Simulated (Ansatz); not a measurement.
Relaxation of C₄H₁₀FN (16 atoms, charge 0, multiplicity 1), to a largest force component of 0.015 eV/Å in at most 40 steps.

These are results of RKS PBE0/def2-SVP in Ansatz 0.2.0, not measurements.

```xyz
16
Properties=species:S:1:pos:R:3:forces:R:3
C -0.537 -0.404 -1.423 -2.17 2.90 -0.39
C 0.072 0.381 -0.274 -0.33 -0.55 0.23
C 0.312 -0.534 0.916 4.01 0.17 0.26
N 1.313 -1.628 0.584 -6.99 -0.57 0.42
C -0.803 1.546 0.145 0.28 0.27 0.63
F -0.163 2.274 1.132 0.02 -0.09 0.15
H 0.088 -1.150 -1.818 0.99 -1.45 -0.35
H -0.755 0.344 -2.270 0.16 -1.01 0.84
H -1.530 -0.796 -1.085 0.57 -0.14 -0.39
H 1.037 0.794 -0.593 0.23 0.15 -0.02
H 0.785 0.038 1.769 -0.72 0.15 -0.60
H -0.579 -0.944 1.321 -1.38 -0.82 0.20
H 1.378 -2.163 1.409 0.71 -0.93 1.01
H 2.115 -1.252 0.309 4.78 2.10 -1.20
H -1.765 1.200 0.573 0.03 -0.04 -0.22
H -0.992 2.272 -0.650 -0.18 -0.14 -0.53
```

Where does it end, and by what steps?

The run converged. After 6 steps the energy has fallen by 0.657 eV; H7 moved furthest, 0.20 Å.

```csv
step,energy less start (eV),largest force component (eV/Å),accepted
0,0.0000,6.986,yes
1,-0.5752,1.925,yes
2,-0.6396,0.611,yes
3,-0.6230,0.564,no
4,-0.6562,0.049,yes
5,-0.6568,0.039,yes
6,-0.6571,0.005,yes
```

```xyz
16
Properties=species:S:1:pos:R:3
C -0.591 -0.356 -1.411
C 0.066 0.386 -0.256
C 0.370 -0.537 0.925
N 1.305 -1.581 0.549
C -0.785 1.563 0.177
F -0.150 2.307 1.145
H 0.003 -1.245 -1.664
H -0.681 0.277 -2.308
H -1.603 -0.699 -1.136
H 1.029 0.805 -0.606
H 0.702 0.090 1.776
H -0.574 -1.018 1.242
H 1.399 -2.263 1.297
H 2.233 -1.185 0.408
H -1.750 1.213 0.588
H -0.998 2.223 -0.682
```

Whether the end is a true minimum wasn't checked by a vibrational analysis.

Run time: 42 s on 2 threads of Arm Neoverse V1, with other jobs on the host, peak memory 0.36 GiB.
